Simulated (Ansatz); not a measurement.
**BN (quintet): from Hartree-Fock to the top rungs, 6-31G**

How much of the correlation energy of BN (quintet) does each wave-function method recover here?

Method: 6-31G, core rule «outside noble gas», up to 2 orbitals frozen; program: Ansatz 0.2.0, Gaussian basis.

To be run: UHF; CCSD(T) on ROHF; CCSD(T) on UHF; BCCD(T) on ROHF; CISD; CCSDT(Q) on ROHF; CCSDT(Q) on UHF; CISDTQ; CCSDTQ on ROHF; CCSDTQ on UHF; CASSCF and MRCISD+Q, 8 electrons in 8 orbitals; CASSCF and NEVPT2, 8 electrons in 8 orbitals; Full CI; Full CI in the symmetry of the determinant.

18 further runs of the same task are left out: 5 that didn't finish, 13 set aside as unsound or not needed.

**1. The geometry**

The geometry is a PBE0/def2-TZVP stationary point (not a proven minimum) of the parent state, kept for this charge and spin.

2 atoms, charge 0, spin multiplicity 5.

Atoms are counted from 1 here; the program's logs count them from 0.

Bond lengths: B1–N2 1.315 Å.

**2. UHF**

Contents of in.yaml:

```yaml
crystal:
  periodic: [false, false, false]
  atoms:
    - {symbol: B, position_ang: [0.000000, 0.000000, 0.000000]}
    - {symbol: N, position_ang: [0.000000, 0.000000, 1.315453]}
basis:
  gaussian: {orbitals: 6-31G}
magnetization: {spin_polarized: true, initial_magnetization: 4}
hamiltonian: {xc: hf}
output: {orbitals: {seedname: orbitals}}
```

Run with:

```bash
ansatz run in.yaml --threads 1 --pin off --events-out ev --progress --plain --max-ram 2393MiB
```

After this run come: CCSD(T) on ROHF; CCSD(T) on UHF; BCCD(T) on ROHF; CISD; CCSDT(Q) on ROHF; CCSDT(Q) on UHF; CISDTQ; CCSDTQ on ROHF; CCSDTQ on UHF; CASSCF and MRCISD+Q, 8 electrons in 8 orbitals; CASSCF and NEVPT2, 8 electrons in 8 orbitals; Full CI; Full CI in the symmetry of the determinant.

**Question.** What will the summary of the whole plan be? Wanted: FCI below the RHF energy; RMP2 from FCI; UMP2 from FCI; RCCSD from FCI; RCCSD(T) from FCI; UCCSD(T) from FCI; RCCSDT(Q) from FCI; UCCSDT(Q) from FCI; NEVPT2 valence from FCI.

As calculated:

| quantity | value |
| --- | --- |
| FCI below the RHF energy | -2.2654 eV |
| RMP2 from FCI | +485.3 meV |
| UMP2 from FCI | +469.8 meV |
| RCCSD from FCI | +44.6 meV |
| RCCSD(T) from FCI | +12.3 meV |
| UCCSD(T) from FCI | +11.0 meV |
| RCCSDT(Q) from FCI | +0.2 meV |
| UCCSDT(Q) from FCI | -1.2 meV |
| NEVPT2 valence from FCI | +344.3 meV |
| MRCISD+Q valence from FCI | +8.1 meV |
| levels within 1 kcal/mol (43 meV) | UCCSD, RCCSD(T), UCCSD(T), BCCD(T), RCCSDT, UCCSDT, CISDTQ, RCCSDT(Q), UCCSDT(Q), RCCSDTQ, UCCSDTQ, MRCISD valence, MRCISD+Q valence |
| T1 diagnostic | 0.020 |
| effectively unpaired electrons | 4.01 |

In words: RCCSD(T) misses by +12.3 meV, 0.5 % of the correlation energy. One determinant dominates. Of the multireference levels listed MRCISD+Q valence comes nearest in total energy (+8.1 meV), which doesn't show that its space is the better one. These misses are within one basis, not against nature; the frozen cores of restricted and unrestricted runs differ, which can shift their rows.
